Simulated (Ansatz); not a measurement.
# AlBH4Mg: single points off equilibrium

How do the functionals fare away from a minimum? The structure is a structure displaced at random from a GFN2-xTB minimum.

Program: Ansatz 0.2.0, Gaussian basis. Level of theory: single points in def2-TZVPP. These are calculated values, not measurements.

Correlated methods freeze the cores. The outer core shell of Li, Na, Mg and K is correlated.

### 1 The system as given

SMILES `[BH2][AlH][MgH]`, 7 atoms, charge 0, spin multiplicity 1.

Atoms are counted from 1 here; the program's logs count them from 0.

Bond lengths: B1–Al2 1.958 Å, B1–H4 1.279 Å, B1–H5 1.307 Å, Al2–H6 1.573 Å, Mg3–H7 1.639 Å. Angles: Al2–B1–H4 120.3°, Al2–B1–H5 127.0°, H4–B1–H5 103.7°, B1–Al2–H6 139.1°.

As a file:

```
B    -1.59090    0.74770   -0.64870
Al    0.03990    0.45400    0.39510
Mg    1.88330   -1.44920    0.09910
H    -1.51730    1.09040   -1.87840
H    -2.70020    0.05950   -0.58580
H     0.73410    1.00300    1.69550
H     3.22410   -2.00090    0.86340
```

### 2 CCSD(T)/def2-TZVPP

Input file run/in.yaml:

```yaml
crystal:
  periodic: [false, false, false]
  atoms:
    - {symbol: B, position_ang: [-1.590900, 0.747700, -0.648700]}
    - {symbol: Al, position_ang: [0.039900, 0.454000, 0.395100]}
    - {symbol: Mg, position_ang: [1.883300, -1.449200, 0.099100]}
    - {symbol: H, position_ang: [-1.517300, 1.090400, -1.878400]}
    - {symbol: H, position_ang: [-2.700200, 0.059500, -0.585800]}
    - {symbol: H, position_ang: [0.734100, 1.003000, 1.695500]}
    - {symbol: H, position_ang: [3.224100, -2.000900, 0.863400]}
basis:
  gaussian: {orbitals: def2-TZVPP}
correlation: {method: ccsd_t}
output: {forces: true}
```

No record of the launch command was kept for these runs.

### 3 PBE0-D4/def2-TZVPP

run/in.yaml: that of step 2 with these lines changed.

```diff
@@ -12,3 +12,3 @@
   gaussian: {orbitals: def2-TZVPP}
-correlation: {method: ccsd_t}
-output: {forces: true}
+hamiltonian: {xc: pbe0, dispersion: d4}
+output: {forces: true, orbitals: {seedname: orbitals}}
```

### 4 wB97M-V/def2-TZVPP

run/in.yaml: that of step 3 with these lines changed.

```diff
@@ -12,3 +12,3 @@
   gaussian: {orbitals: def2-TZVPP}
-hamiltonian: {xc: pbe0, dispersion: d4}
-output: {forces: true, orbitals: {seedname: orbitals}}
+hamiltonian: {xc: {name: wB97M-V}}
+output: {forces: true}
```

### 5 r2SCAN-D4/def2-TZVPP

run/in.yaml: that of step 4 with these lines changed.

```diff
@@ -12,3 +12,3 @@
   gaussian: {orbitals: def2-TZVPP}
-hamiltonian: {xc: {name: wB97M-V}}
+hamiltonian: {xc: r2scan, dispersion: d4}
 output: {forces: true}
```

### 6 PBE-D4/def2-TZVPP

run/in.yaml: that of step 5 with these lines changed.

```diff
@@ -12,3 +12,3 @@
   gaussian: {orbitals: def2-TZVPP}
-hamiltonian: {xc: r2scan, dispersion: d4}
+hamiltonian: {xc: pbe, dispersion: d4}
 output: {forces: true}
```

### 7 BLYP-D4/def2-TZVPP

run/in.yaml: that of step 6 with these lines changed.

```diff
@@ -12,3 +12,3 @@
   gaussian: {orbitals: def2-TZVPP}
-hamiltonian: {xc: pbe, dispersion: d4}
+hamiltonian: {xc: {name: BLYP}, dispersion: d4}
 output: {forces: true}
```

### 8 SPW92/def2-TZVPP

run/in.yaml: that of step 7 with these lines changed.

```diff
@@ -12,3 +12,3 @@
   gaussian: {orbitals: def2-TZVPP}
-hamiltonian: {xc: {name: BLYP}, dispersion: d4}
+hamiltonian: {xc: lda}
 output: {forces: true}
```

(Steps that only read results are left out.)

Q: Predict the outcome of this session. Wanted: energy less free atoms, CCSD(T)/def2-TZVPP; RMS force component; RMS force error; HOMO and LUMO, PBE0-D4; T1 diagnostic.

**Answer**, as computed:

| quantity | value |
| --- | --- |
| energy less free atoms, CCSD(T)/def2-TZVPP | -15.106 eV |
| RMS force component | 0.842 to 1.086 eV/Å over the methods |
| RMS force error | PBE0-D4 0.113, wB97M-V 0.071, r2SCAN-D4 0.161, PBE-D4 0.228, BLYP-D4 0.173, SPW92 0.330 eV/Å |
| HOMO and LUMO, PBE0-D4 | -5.94 and -2.38 eV |
| T1 diagnostic | 0.016 |

Against CCSD(T) the functionals' energies less atoms differ by -2.357 to -0.346 eV, PBE-D4 by -0.540 eV. A larger basis would deepen the CCSD(T) value, while the functionals are nearly converged already, so the order here is not reliable. The forces of wB97M-V come nearest to CCSD(T), those of SPW92 are farthest. Frozen-core CCSD(T) forces in triple zeta carry basis errors of their own, and this is one geometry, so small gaps rank nothing.
